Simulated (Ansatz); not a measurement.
Two shapes of singlet CH3F.

Shape 1:

```xyz
5

C    -0.0144   -0.0466   -0.6295
F    -0.0296   -0.0257    0.7758
H     0.0243   -1.0750   -0.9768
H    -0.9243    0.5199   -1.0386
H     0.9044    0.4687   -1.0010
```

Shape 2:

```xyz
5

C     0.0000    0.0000   -0.5692
F     0.0000    0.0000    0.6851
H     0.0000   -0.9532   -0.9169
H    -0.8255    0.4766   -0.9169
H     0.8255    0.4766   -0.9169
```

Basis set: 6-31G* (spherical functions). Frozen core: 2 orbitals. Charge 0, multiplicity 1.

Computed with Ansatz (development build ahead of 0.2.0); each method stands on the lowest determinant of its kind that the runs found.

Which shape is lower in energy, and by how much in each method?

```csv
method,E(2) − E(1) (eV)
RHF,0.501
RHF-MP2,0.810
```

Shape 1 is lower. Caution: no unrestricted run beside it, a lower state can exist.
